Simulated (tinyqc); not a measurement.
UHF in the sto-3g basis, for BH, spin multiplicity 3, step by step. One step of it, computed by the program tinyqc.

Question. Iteration 2: building the Fock matrix. J_ij = sum D_kl (ij|kl) with D = D(alpha) + D(beta), K_ij = sum D_kl (ik|jl) for each spin; F = H + J - K(s); E = tr D H + tr D J / 2 - 0.5 sum_s tr D(s) K(s) + E_nn.

D(alpha) after iteration 1:
```
,1B 1s,1B 2s,1B 2px,1B 2py,1B 2pz,2H 1s
1B 1s,1.074281,-0.277094,0.000000,0.000000,0.058523,-0.006405
1B 2s,-0.277094,1.036098,0.000000,0.000000,-0.214703,-0.022344
1B 2px,0.000000,0.000000,0.999919,0.009017,0.000000,0.000000
1B 2py,0.000000,0.000000,0.009017,0.000081,0.000000,0.000000
1B 2pz,0.058523,-0.214703,0.000000,0.000000,0.224652,0.349428
2H 1s,-0.006405,-0.022344,0.000000,0.000000,0.349428,0.660580
```

D(beta) after iteration 1:
```
,1B 1s,1B 2s,1B 2px,1B 2py,1B 2pz,2H 1s
1B 1s,1.005583,-0.037772,0.000000,0.000000,-0.024915,-0.113521
1B 2s,-0.037772,0.202693,0.000000,0.000000,0.081656,0.345197
1B 2px,0.000000,0.000000,0.000000,0.000000,0.000000,0.000000
1B 2py,0.000000,0.000000,0.000000,0.000000,0.000000,0.000000
1B 2pz,-0.024915,0.081656,0.000000,0.000000,0.032990,0.139542
2H 1s,-0.113521,0.345197,0.000000,0.000000,0.139542,0.590312
```

core Hamiltonian H = T + V (hartree):
```
,1B 1s,1B 2s,1B 2px,1B 2py,1B 2pz,2H 1s
1B 1s,-12.596843,-3.261598,0.000000,0.000000,-0.007146,-0.160306
1B 2s,-3.261598,-3.687832,0.000000,0.000000,-0.072340,-0.549311
1B 2px,0.000000,0.000000,-2.879324,0.000000,0.000000,0.000000
1B 2py,0.000000,0.000000,0.000000,-2.879324,0.000000,0.000000
1B 2pz,-0.007146,-0.072340,0.000000,0.000000,-2.919712,-0.612982
2H 1s,-0.160306,-0.549311,0.000000,0.000000,-0.612982,-1.844578
```

Two-electron integrals (ij|kl) in chemists' order, unique and non-zero (hartree):
```
i,j,k,l,(ij|kl)
1,1,1,1,2.923513
2,1,1,1,0.518376
2,1,2,1,0.109262
2,2,1,1,0.744229
2,2,2,1,0.193177
2,2,2,2,0.544804
3,1,3,1,0.020264
3,2,3,1,0.029996
3,2,3,2,0.120346
3,3,1,1,0.742491
3,3,2,1,0.193240
3,3,2,2,0.544682
3,3,3,3,0.586773
4,1,4,1,0.020264
4,2,4,1,0.029996
4,2,4,2,0.120346
4,3,4,3,0.031630
4,4,1,1,0.742491
4,4,2,1,0.193240
4,4,2,2,0.544682
4,4,3,3,0.523513
4,4,4,4,0.586773
5,1,5,1,0.020264
5,2,5,1,0.029996
5,2,5,2,0.120346
5,3,5,3,0.031630
5,4,5,4,0.031630
5,5,1,1,0.742491
5,5,2,1,0.193240
5,5,2,2,0.544682
5,5,3,3,0.523513
5,5,4,4,0.523513
5,5,5,5,0.586773
6,1,1,1,0.024950
6,1,2,1,0.005244
6,1,2,2,0.009319
6,1,3,3,0.009283
6,1,4,4,0.009283
6,1,5,1,0.000386
6,1,5,2,0.000714
6,1,5,5,0.009398
6,1,6,1,0.000260
6,2,1,1,0.086399
6,2,2,1,0.022925
6,2,2,2,0.074938
6,2,3,3,0.072649
6,2,4,4,0.072649
6,2,5,1,0.002464
6,2,5,2,0.017253
6,2,5,5,0.079432
6,2,6,1,0.001177
6,2,6,2,0.017463
6,3,3,1,0.001854
6,3,3,2,0.009576
6,3,5,3,0.002936
6,3,6,3,0.001481
6,4,4,1,0.001854
6,4,4,2,0.009576
6,4,5,4,0.002936
6,4,6,4,0.001481
6,5,1,1,0.095083
6,5,2,1,0.025481
6,5,2,2,0.087335
6,5,3,3,0.083177
6,5,4,4,0.083177
6,5,5,1,0.003997
6,5,5,2,0.026666
6,5,5,5,0.095544
6,5,6,1,0.001344
6,5,6,2,0.023368
6,5,6,5,0.032122
6,6,1,1,0.275574
6,6,2,1,0.074200
6,6,2,2,0.273289
6,6,3,3,0.261282
6,6,4,4,0.261282
6,6,5,1,0.007083
6,6,5,2,0.069103
6,6,5,5,0.296956
6,6,6,1,0.003798
6,6,6,2,0.092415
6,6,6,5,0.132803
6,6,6,6,0.774606
```

nuclear repulsion = 1.37878377 hartree

Give: Coulomb J; exchange K(alpha); exchange K(beta); F(alpha); F(beta); total energy of this density.

Answer.

Coulomb J (hartree):
```
,1B 1s,1B 2s,1B 2px,1B 2py,1B 2pz,2H 1s
1B 1s,8.0973,1.6230,0.0000,0.0000,0.0076,0.0784
1B 2s,1.6230,3.2596,0.0000,0.0000,0.0935,0.4962
1B 2px,0.0000,0.0000,3.2718,0.0006,0.0000,0.0000
1B 2py,0.0000,0.0000,0.0006,3.2086,0.0000,0.0000
1B 2pz,0.0076,0.0935,0.0000,0.0000,3.2860,0.6032
2H 1s,0.0784,0.4962,0.0000,0.0000,0.6032,2.3424
```

exchange K(alpha) (hartree):
```
,1B 1s,1B 2s,1B 2px,1B 2py,1B 2pz,2H 1s
1B 1s,2.9913,0.5579,0.0000,0.0000,0.0011,0.0295
1B 2s,0.5579,0.7421,0.0000,0.0000,-0.0797,0.1554
1B 2px,0.0000,0.0000,0.7262,0.0050,0.0000,0.0000
1B 2py,0.0000,0.0000,0.0050,0.1712,0.0000,0.0000
1B 2pz,0.0011,-0.0797,0.0000,0.0000,0.3800,0.2204
2H 1s,0.0295,0.1554,0.0000,0.0000,0.2204,0.6169
```

exchange K(beta) (hartree):
```
,1B 1s,1B 2s,1B 2px,1B 2py,1B 2pz,2H 1s
1B 1s,2.9217,0.5310,0.0000,0.0000,0.0001,0.0244
1B 2s,0.5310,0.2713,0.0000,0.0000,0.1103,0.1873
1B 2px,0.0000,0.0000,0.0514,0.0000,0.0000,0.0000
1B 2py,0.0000,0.0000,0.0000,0.0514,0.0000,0.0000
1B 2pz,0.0001,0.1103,0.0000,0.0000,0.1250,0.1705
2H 1s,0.0244,0.1873,0.0000,0.0000,0.1705,0.5658
```

F(alpha) (hartree):
```
,1B 1s,1B 2s,1B 2px,1B 2py,1B 2pz,2H 1s
1B 1s,-7.4908,-2.1965,0.0000,0.0000,-0.0006,-0.1114
1B 2s,-2.1965,-1.1704,0.0000,0.0000,0.1009,-0.2084
1B 2px,0.0000,0.0000,-0.3337,-0.0044,0.0000,0.0000
1B 2py,0.0000,0.0000,-0.0044,0.1581,0.0000,0.0000
1B 2pz,-0.0006,0.1009,0.0000,0.0000,-0.0138,-0.2302
2H 1s,-0.1114,-0.2084,0.0000,0.0000,-0.2302,-0.1190
```

F(beta) (hartree):
```
,1B 1s,1B 2s,1B 2px,1B 2py,1B 2pz,2H 1s
1B 1s,-7.4212,-2.1697,0.0000,0.0000,0.0004,-0.1063
1B 2s,-2.1697,-0.6996,0.0000,0.0000,-0.0891,-0.2404
1B 2px,0.0000,0.0000,0.3411,0.0006,0.0000,0.0000
1B 2py,0.0000,0.0000,0.0006,0.2778,0.0000,0.0000
1B 2pz,0.0004,-0.0891,0.0000,0.0000,0.2413,-0.1803
2H 1s,-0.1063,-0.2404,0.0000,0.0000,-0.1803,-0.0679
```

total energy of this density = -24.561797 hartree
